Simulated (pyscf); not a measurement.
Optimised with ωB97X-D3(BJ)/def2-SVP in PySCF.

SMILES: [OH][SnH]([Cl])[Cl]
```xyz
6

O      1.2677     0.9239    -1.0267
Sn     0.2825    -0.1569     0.2741
Cl    -0.7550     1.2777     1.7783
Cl    -1.4354    -1.2605    -0.8342
H      0.7131     1.5675    -1.4862
H      1.3440    -1.2288     1.0302
```

Problem. What is the homolytic dissociation enthalpy (298 K, ωB97M-D3(BJ)/def2-TZVP) of the H–Sn bond of `[OH][SnH]([Cl])[Cl]`, to HO–Sn•(Cl)–Cl + H•?

Solution. H–Sn to HO–Sn•(Cl)–Cl + H•: 3.05 eV. The 7 functionals that were run give +2.73 (PBE) to +3.11 eV (ωB97X-D3(BJ)). Other isomers of HO–Sn•(Cl)–Cl were not searched in full and may lie lower. Elements past Kr carry the def2 core potentials, without spin-orbit coupling.
